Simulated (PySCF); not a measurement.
Process, species as SMILES: [S+]#[C-] (C-S) + 3 [H][H] (H2) → C (CH4) + S (H2S)
B3LYP-D3(BJ)/def2-TZVP geometries, fixed; electronic energies without zero-point terms.
Largest species:
```xyz
5

C      0.0000     0.0000     0.0000
H      0.6205     0.6269     0.6390
H     -0.6429    -0.6249     0.6185
H      0.6369    -0.6328    -0.6166
H     -0.6146     0.6308    -0.6409
```

Effect of the auxiliary basis of density fitting at HF/def2-TZVP with PySCF, against the last row, where the energy of full hydrogenation is -108.26 kcal/mol.

```tsv
setting	fitting functions, largest species	largest shift of a total energy (mEh)	shift of the energy of full hydrogenation (kcal/mol)
density fitting: autoaux	291	0.015	-0.001
density fitting: def2-universal-jkfit	147	0.059	-0.014
density fitting: cc-pvtz-jkfit	199	0.137	-0.060
density fitting: cc-pvqz-jkfit	310	0.056	-0.009
density fitting: none	-	0.000	0.000
```

Within 0.05 kcal/mol in the energy of full hydrogenation: density fitting: autoaux; density fitting: def2-universal-jkfit; density fitting: cc-pvqz-jkfit. The largest shift is 0.137 mEh in a total energy and 0.060 kcal/mol in the difference.
